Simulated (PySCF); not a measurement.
Q: What does the PBE0-D3(BJ)/def2-SVP structure of `c1cnsc1` (isothiazole) look like in three dimensions?

A: 
Z-matrix in Å and degrees, rows numbered from 1:
```
C 
C   1  1.4234
N   2  1.3132  1  116.74
S   3  1.6547  2  109.22  1     0.06
C   1  1.3721  2  109.86  3     0.00
H   1  1.0900  2  125.23  3   179.97
H   2  1.0943  1  124.72  3  -179.97
H   5  1.0902  1  128.36  2   179.98
```

The 5 heavy atoms lie in one plane (0.000 Å rms). The 5-membered ring C1–C2–N3–S4–C5 has internal angles of 95.2° to 116.7° (sum 540°, against 540° for a flat polygon); it is planar, 0.00 Å rms from its mean plane, widest ring torsion 0°. The C–C distances run from 1.372 Å (C1–C5, aromatic) to 1.423 Å (C1–C2, aromatic), a spread of 0.051 Å. S4 (ring sulfur) is bent (angle 95.2°).

The calculation used PBE0-D3(BJ)/def2-SVP geometry optimisation, gas phase in PySCF 2.14.0.

Point group: Cs (tolerance 0.08 Å). Not checked by PBE0-D3(BJ)/def2-SVP frequencies.
